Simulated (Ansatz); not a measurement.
Input file:

```yaml
crystal:
  periodic: [false, false, false]
  atoms:
    - {symbol: B, position_ang: [0.000000, 0.000000, -1.336500]}
    - {symbol: B, position_ang: [0.000000, 0.000000, -0.092500]}
    - {symbol: B, position_ang: [0.000000, 0.000000, 1.429000]}
basis:
  gaussian: {orbitals: 6-31G}
magnetization: {spin_polarized: true, initial_magnetization: 3}
correlation: {method: ccsdtq, electrons: outside_noble_gas}
```

```sh
$ ansatz run in.yaml --threads 2 --pin off --events-out ev --progress --plain --max-ram 15360MiB --backend cuda --devices 0, --max-vram 18GiB
```

Log:

```
592 factors; integrals over basis functions are off by at most 1.1e-7 eV
mean field evaluation 1: about -2002.4047 eV, gradient 1.4e1 eV
mean field evaluation 2: about -2002.4259 eV, gradient 1.4e1 eV
mean field evaluation 4: about -2004.3557 eV, gradient 2.4e0 eV
mean field evaluation 8: about -2004.4758 eV, gradient 2.8e-1 eV
mean field evaluation 16: about -2004.5828 eV, gradient 2.1e-2 eV
mean field evaluation 32: about -2004.4281 eV, gradient 1.5e-1 eV
mean field evaluation 64: about -2001.8256 eV, gradient 3.9e0 eV
mean field evaluation 96: about -2004.5828 eV, gradient 3.4e-2 eV
mean field evaluation 128: about -2004.2916 eV, gradient 2.1e0 eV
mean field evaluation 160: about -2004.4934 eV, gradient 3.7e-1 eV
...
mean field -2004.58282367 eV, -73.6670600148 hartree, gradient 1.7e-6 eV, S^2 4.122686; 24 other end points of the search recorded, 0 dependent functions left out
determinant -2004.58282367 eV, -73.6670600148 hartree, with singles and doubles -2008.13595698 eV, -73.7976352557 hartree
determinant -2004.45772806 eV, -73.6624628360 hartree, with singles and doubles -2008.12359541 eV, -73.7971809762 hartree
determinant -2003.82678896 eV, -73.6392762517 hartree, with singles and doubles -2007.04799733 eV, -73.7576534761 hartree
determinant -2003.37590120 eV, -73.6227064321 hartree, with singles and doubles -2005.99832527 eV, -73.7190787392 hartree
determinant -2003.29089769 eV, -73.6195826107 hartree, with singles and doubles -2006.04617691 eV, -73.7208372545 hartree
determinant -2003.19629448 eV, -73.6161060070 hartree, with singles and doubles -2006.07450524 eV, -73.7218783016 hartree
determinant -2002.23719497 eV, -73.5808597501 hartree, with singles and doubles -2005.74654421 eV, -73.7098259560 hartree
determinant -2002.20784137 eV, -73.5797810252 hartree, with singles and doubles -2004.98451401 eV, -73.6818218626 hartree
determinant -2001.97451910 eV, -73.5712065900 hartree, with singles and doubles -2005.43008084 eV, -73.6981961415 hartree
determinant -2001.70022042 eV, -73.5611262991 hartree, with singles and doubles -2005.13197363 eV, -73.6872409035 hartree
determinant -2001.22348122 eV, -73.5436064567 hartree, with singles and doubles -2005.11711733 eV, -73.6866949448 hartree
determinant -2001.21762253 eV, -73.5433911540 hartree, with singles and doubles -2005.27130028 eV, -73.6923610635 hartree
determinant -2004.58282367 eV, -73.6670600148 hartree, with singles and doubles -2008.15163743 eV, -73.7982115014 hartree
determinant -2004.45772806 eV, -73.6624628360 hartree, with singles and doubles -2008.13757482 eV, -73.7976947101 hartree
3 core orbitals not correlated: weight in the atoms' cores, before any rotation towards them, 1.000 or more for the frozen orbitals, at most 0.000 for the correlated occupied ones
reference -2004.45772806 eV, -73.6624628360 hartree; 6, 3 occupied and 18, 21 virtual orbitals, 592 factors
second order -2.68023866 eV of doubles, -0.00000000 eV of singles
...
cycle  25  -4.02324983 eV  change   -4.8e-5 eV  update   1.9e-5
cycle  26  -4.02328736 eV  change   -3.8e-5 eV  update   1.4e-5
cycle  27  -4.02330603 eV  change   -1.9e-5 eV  update   9.3e-6
cycle  28  -4.02331127 eV  change   -5.2e-6 eV  update   6.2e-6
cycle  29  -4.02330906 eV  change    2.2e-6 eV  update   4.7e-6
cycle  30  -4.02330840 eV  change    6.5e-7 eV  update   3.8e-6
cycle  31  -4.02330787 eV  change    5.4e-7 eV  update   2.8e-6
cycle  32  -4.02330836 eV  change   -4.9e-7 eV  update   2.0e-6
cycle  33  -4.02330880 eV  change   -4.4e-7 eV  update   1.4e-6
cycle  34  -4.02330787 eV  change    9.3e-7 eV  update   9.9e-7
Total energy: -2008.48103593 eV, -73.8103166732 hartree
```

The determinant lies 0.13 eV above the lowest one of its kind in the log. Its ⟨S²⟩ is 4.01 against 3.75 for a pure state. The T1 diagnostic is 0.085.

For the same geometry and basis full CI lies 0.5 meV lower.

Ran on 2 threads of AMD EPYC 7R13 with a shared H100 80 GB, shared host: 24 s wall, 0.86 GiB peak host memory.
